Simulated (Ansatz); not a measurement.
Working through a short molecular-dynamics run of C₂H₆Si, SMILES C[Si]C

Computed with the Python package of Ansatz (0.2.0).

Run as a notebook:

```python
import ansatz as az
from ase import Atoms
import numpy as np
```

```python
atoms = Atoms(["C", "Si", "C", "H", "H", "H", "H", "H", "H"], positions=[
    (-0.5227, 1.11, -0.8256),
    (0.7115, -0.1678, -0.7548),
    (0.5676, -1.1755, 0.7705),
    (-1.5047, 0.7392, -0.8171),
    (-0.4772, 1.7312, -1.7763),
    (-0.4834, 1.8639, 0.0036),
    (-0.344, -1.674, 0.8628),
    (1.4126, -1.9336, 0.8002),
    (0.7288, -0.5397, 1.7194),
])
molecule = az.Crystal.molecule_from_ase(atoms)

model = (
    molecule.calculation()
    .basis(gaussian="6-31G*")
    .functional("blyp")
    .md("nve", timestep=1.0, steps=30, temperature=800, initial_velocities="maxwell_boltzmann", seed=77)
)
frames = []
outcome = model.session().plan().execute(on_event=lambda e: frames.append(e["data"]) if e["event"] == "md_step" else None)
print("t (fs)   E_pot (eV)      E_kin (eV)   T (K)   d(0-1) (A)")
for f in frames[::3]:
    xyz = np.array(f["positions_ang"])
    print(f"{f['time_fs']:6.2f} {f['lagrangian_ev']:14.5f} {f['e_kin_ev']:10.5f} {f['temperature_k']:8.1f} {np.linalg.norm(xyz[0] - xyz[1]):9.4f}")
kept = np.array([f["conserved_ev"] for f in frames])
print(f"conserved energy moves by at most {1000 * np.ptp(kept):.3f} meV")
symbols = [site.symbol for site in molecule.cartesian_sites]
with open("last_frame.xyz", "w") as handle:
    handle.write(f"{len(symbols)}\nt = {frames[-1]['time_fs']} fs\n")
    handle.writelines("{:2s} {:10.5f} {:10.5f} {:10.5f}\n".format(s, *xyz) for s, xyz in zip(symbols, frames[-1]["positions_ang"]))
```

    t (fs)   E_pot (eV)      E_kin (eV)   T (K)   d(0-1) (A)
      0.00   -10045.42876    0.72386    800.0    1.7779
      3.00   -10045.38312    0.67214    742.8    1.8043
      6.00   -10045.07096    0.37452    413.9    1.8452
      9.00   -10045.34263    0.63742    704.5    1.8957
     12.00   -10045.55818    0.85405    943.9    1.9496
     15.00   -10045.53869    0.83097    918.4    1.9933
     18.00   -10045.29071    0.59045    652.6    2.0277
     21.00   -10045.38832    0.68279    754.6    2.0676
     24.00   -10045.40825    0.70340    777.4    2.1116
     27.00   -10045.27320    0.56910    629.0    2.1393
     30.00   -10045.14644    0.44511    491.9    2.1531
    conserved energy moves by at most 14.542 meV

`last_frame.xyz`, as written:
```text
9
t = 30.0 fs
C    -0.66546    1.34537   -0.82236
Si    0.78315   -0.24698   -0.86308
C     0.58952   -1.25420    0.97790
H    -1.82610    1.00897   -0.86930
H    -0.40741    1.90343   -1.74257
H    -0.60225    1.97227    0.15888
H    -0.20839   -2.05163    0.71038
H     1.64183   -1.50269    1.13180
H     0.17807   -0.80388    1.91030
```

Caveats:
- Total energies depend on the basis set; only differences at equal settings carry meaning.
- The trajectory is only some femtoseconds long, so its temperature is not equilibrated; where the script doesn't relax first, it starts from a rough generated geometry.
- The temperature counts the internal degrees of freedom alone.
- With hydrogen a step over 0.5 fs is long.
- Finished in 42 s on 1 thread of Arm Neoverse V2, on a shared host, peak memory 0.18 GiB.
